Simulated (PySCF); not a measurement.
CN, SMILES [C]#N, multiplicity 2. Atoms are numbered in the order given.

```xyz
2

C      0.0000     0.0000    -0.6258
N      0.0000     0.0000     0.5364
```
Charge 0, spin multiplicity 2.

Geometry optimised at B3LYP-D3(BJ)/def2-TZVPD.

Calculation: PySCF with ωB97X/def2-TZVPD.

Mulliken values depend strongly on the basis, most of all with diffuse functions as here. ESP charges are fitted to the potential on shells at 1.4 to 2.0 van der Waals radii. Atomic charges (e):

```tsv
atom	meta-Löwdin	ESP fit	Mulliken	Mulliken spin
C1	0.14	?	0.22	0.92
N2	-0.14	?	-0.22	0.08
```

**Question.** Fill in the missing entries. (Estimate from the structure and the level; the computed values follow.)

**Answer.** 
- C1, ESP fit: 0.29
- N2, ESP fit: -0.29
